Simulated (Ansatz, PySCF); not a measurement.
This Ansatz (a first-principles code) input computes a CCSD(T)/cc-pVDZ energy:

Ansatz 0.2 input:
```yaml
crystal:
  periodic: [false, false, false]
  atoms:
    - {symbol: C, position_ang: [-0.00304735, 0.42791482, -0.00613070]}
    - {symbol: C, position_ang: [1.20001360, -0.09023937, 0.00044276]}
    - {symbol: F, position_ang: [-1.17652991, -0.15679382, 0.00308106]}
    - {symbol: H, position_ang: [1.34031919, -1.16762619, 0.01578439]}
    - {symbol: H, position_ang: [2.06665249, 0.55271791, -0.00938634]}
basis:
  gaussian:
    orbitals: cc-pVDZ
magnetization: {spin_polarized: true, initial_magnetization: 1}
correlation: {method: ccsd_t, electrons: outside_noble_gas}
```

**Question.** Write an input for the same energy in PySCF and say what it gives.

**Answer.** 
```python
from pyscf import gto, scf, mp, cc as ccmod

mol = gto.M(
    atom='''
    C    -0.00304735    0.42791482   -0.00613070
    C     1.20001360   -0.09023937    0.00044276
    F    -1.17652991   -0.15679382    0.00308106
    H     1.34031919   -1.16762619    0.01578439
    H     2.06665249    0.55271791   -0.00938634
    ''',
    basis='cc-pvdz',
    charge=0,
    spin=1,
    verbose=4,
)

mf = scf.UHF(mol)
mf.conv_tol = 1e-10
mf.max_cycle = 100
mf.kernel()
mo, _, stable, _ = mf.stability(return_status=True)
if not stable:
    mf.kernel(mf.make_rdm1(mo, mf.mo_occ))
mp2 = mp.MP2(mf, frozen=3).run()
cc = ccmod.CCSD(mf, frozen=3)
cc.max_cycle = 100
cc.kernel()
et = cc.ccsd_t()
print(f'E(CCSD(T)) = {cc.e_tot + et:.9f}')
```
It gives -176.70669 Eh, and Ansatz -176.70669 Eh, a difference of 0.00 mEh.

It need not be the lowest isomer of its formula.
